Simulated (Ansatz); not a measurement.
# Silanol (SiH₄O): one species, many methods

An exercise on one series of results from a longer session: the logs are not shown, and one member is left open.

Method: functionals in def2-TZVPP, the program's frozen cores in correlated methods; program: Ansatz 0.2.0, Gaussian basis.

The runs, in order: LDA (SPW92), PBE-D4, revPBE-D4, BLYP-D4, r2SCAN-D4, B97M-V, PBE0-D4, B3LYP-D4, r2SCANh-D4, r2SCAN0-D4, HSE06-D4, BHLYP-D4, CAM-B3LYP-D4, LC-ωPBE, ωB97X-V, ωB97M-V, B2PLYP, PBE-QIDH; CCSD(T)/def2-SVP; CCSD(T)/def2-TZVPP; MP2/def2-QZVPP; extrapolation to the limit; RPA on PBE.

1 further run of the same task is left out (it didn't finish).

### The geometry

The geometry comes from an earlier relaxation with PBE0-D4 in a triple-zeta def2 set; it is a stationary point.

SMILES `O[SiH3]`, 6 atoms, charge 0, spin multiplicity 1.

Atoms are counted from 1 here; the program's logs count them from 0.

Bond lengths: O1–Si2 1.648 Å, O1–H3 0.958 Å, Si2–H4 1.489 Å, Si2–H5 1.481 Å, Si2–H6 1.489 Å. Angles: Si2–O1–H3 117.9°, O1–Si2–H4 111.7°, O1–Si2–H5 105.9°, O1–Si2–H6 111.7°, H4–Si2–H5 109.9°, H4–Si2–H6 107.9°, H5–Si2–H6 109.9°.

The first run:

File in.yaml:

```yaml
crystal:
  periodic: [false, false, false]
  atoms:
    - {symbol: O, position_ang: [0.636713, -1.030299, 0.418986]}
    - {symbol: Si, position_ang: [-0.035725, 0.346543, -0.187021]}
    - {symbol: H, position_ang: [0.069058, -1.629237, 0.904721]}
    - {symbol: H, position_ang: [-1.128311, 0.045684, -1.152772]}
    - {symbol: H, position_ang: [1.060521, 1.064945, -0.875574]}
    - {symbol: H, position_ang: [-0.602256, 1.202354, 0.891669]}
basis:
  gaussian: {orbitals: def2-TZVPP}
hamiltonian: {xc: lda}
output: {orbitals: {seedname: orbitals}}
```

Among the steps run: LDA; PBE-D4 (GGA); revPBE-D4 (GGA); BLYP-D4 (GGA); r2SCAN-D4 (meta-GGA); B97M-V (meta-GGA); PBE0-D4 (hybrid); B3LYP-D4 (hybrid); r2SCANh-D4 (hybrid); r2SCAN0-D4 (hybrid); HSE06-D4 (hybrid); BHLYP-D4 (hybrid); CAM-B3LYP-D4 (range-separated); LC-ωPBE-D4 (range-separated; the results give it without D4); ωB97X-V (range-separated); ωB97M-V (range-separated); B2PLYP (double hybrid); PBE-QIDH (double hybrid).

One table of the session follows, with a row left open; its other results are not shown here.

It belongs to the step «Frontier levels by functional». 

```
  functional  HOMO (eV)  gap (eV)
 LDA (SPW92)      -7.29      6.25
      PBE-D4      -7.21      6.38
   revPBE-D4          ?         ?
     BLYP-D4      -7.14      6.36
   r2SCAN-D4      -7.58      7.28
      B97M-V      -7.70      7.06
     PBE0-D4      -8.73      8.77
    B3LYP-D4      -8.52      8.27
  r2SCANh-D4      -8.14      8.12
  r2SCAN0-D4      -8.98      9.36
    HSE06-D4      -8.33      7.99
    BHLYP-D4     -10.19     10.99
CAM-B3LYP-D4     -10.19     11.11
     LC-ωPBE     -11.55     13.73
     ωB97X-V     -11.21     13.24
     ωB97M-V     -11.07     12.71
```

Estimate the missing values for revPBE-D4.

As computed: HOMO (eV): -7.18; gap (eV): 6.43. In the column «HOMO (eV)» it lies between PBE-D4 (-7.21) and BLYP-D4 (-7.14).
